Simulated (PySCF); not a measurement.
## Computed NMR parameters against published values

Mapped SMILES: `[CH3:1][CH2:2][CH2:3][Cl:4]`; H(Xn) means a hydrogen on atom n.

What is known from experiment: δ $^{13}$C C3 46.8; C2 26.3; C1 11.6; δ $^{1}$H H(C3) 3.47; H(C2) 1.81; H(C1) 1.06 ppm (measured; solution, not stated per compound (mostly CDCl3 or CCl4); Pretsch, Buehlmann, Badertscher, Structure Determination of Organic Compounds, 4th ed. (2009)).

Level of theory: shieldings: GIAO PBE0/pcSseg-1, geometry: PBE0-D3(BJ)/def2-SVP, in PySCF 2.14 (rapidly exchanging positions averaged, isolated molecule, one conformer, relativity neglected).

Task: Set the calculated values beside the experiment.

Result: 
Reference values: measured (solution, not stated per compound (mostly CDCl3 or CCl4); Pretsch, Buehlmann, Badertscher, Structure Determination of Organic Compounds, 4th ed. (2009)).
```csv
atoms,quantity,reference,computed,"computed, scaled"
C3,δ $^{13}$C,46.8,52.5,50.3
C2,δ $^{13}$C,26.3,28.4,26.9
C1,δ $^{13}$C,11.6,12.7,11.6
H(C3),δ $^{1}$H,3.47,3.40,3.44
H(C2),δ $^{1}$H,1.81,1.51,1.65
H(C1),δ $^{1}$H,1.06,1.08,1.24
```

Computed shifts are σ(ref) − σ with the named reference compound (TMS for H and C) calculated as an isolated molecule at the same level. The measured values may be among those fitted. Shieldings were converted by linear fits to measured shifts (mostly CDCl3, TMS scale, for H and C): $^{13}$C (scatter 2.0 ppm rms, 2.2 ppm with the 3 outliers that the fit left out); $^{1}$H (scatter 0.21 ppm rms). A few per cent of atoms miss by over 2 rms, more outside the fitted compound classes.

Task: How far are the unscaled $^{13}$C shifts from the references?

Result: Mean signed difference +2.97 ppm, mean absolute 2.97 ppm over 3 comparisons; the largest is +5.7 ppm at C3 (sp3 CH2 bonded to Cl).

Task: How far are the unscaled $^{1}$H shifts from the references?

Result: Mean signed difference -0.12 ppm, mean absolute 0.13 ppm over 3 comparisons; the largest is -0.30 ppm at H(C2) (hydrogen on an sp3 CH2).

Carbons that carry Cl, above all several Cl atoms, come out too deshielded, partly because spin–orbit coupling is missing.
